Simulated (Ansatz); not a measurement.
Ansatz (a program for electronic structure) input (MP2/cc-pCVQZ): A basis named .json is the Basis Set Exchange file of that set (core-valence sets with the plain set on hydrogen).

Ansatz 0.2 input:
```yaml
crystal:
  periodic: [false, false, false]
  atoms:
    - {symbol: C, position_ang: [-0.00000000, 0.00000000, -0.00000000]}
    - {symbol: H, position_ang: [0.62054657, 0.62688914, 0.63896175]}
    - {symbol: H, position_ang: [-0.64285838, -0.62489528, 0.61852983]}
    - {symbol: H, position_ang: [0.63693263, -0.63278043, -0.61664082]}
    - {symbol: H, position_ang: [-0.61462083, 0.63078657, -0.64085076]}
basis:
  gaussian:
    orbitals: cc-pCVQZ.json
magnetization: {spin_polarized: false}
correlation: {method: mp2, frozen_orbitals: {C: 0, H: 0}}
```

Output:

```
Functional definition: HF
integrals: 0.32 GiB planned
1204 factors; integrals over basis functions are off by at most 6.4e-4 eV
mean field: 0.61 GiB planned
mean field evaluation 1: about -1093.0730 eV, gradient 2.3e1 eV
mean field evaluation 2: about -1093.0732 eV, gradient 2.3e1 eV
mean field evaluation 4: about -1094.3274 eV, gradient 1.5e0 eV
mean field evaluation 8: about -1094.3395 eV, gradient 1.9e-4 eV
mean field -1094.33951498 eV, -40.2162354055 hartree, gradient 1.3e-6 eV, S^2 0.000000; 0 other end points of the search recorded, 0 dependent functions left out
reference -1094.33951498 eV, -40.2162354055 hartree; 5, 5 occupied and 199, 199 virtual orbitals, 1204 factors
second order -7.15232310 eV of doubles, -0.00000000 eV of singles
Total energy: -1101.49183808 eV, -40.4790784313 hartree
```
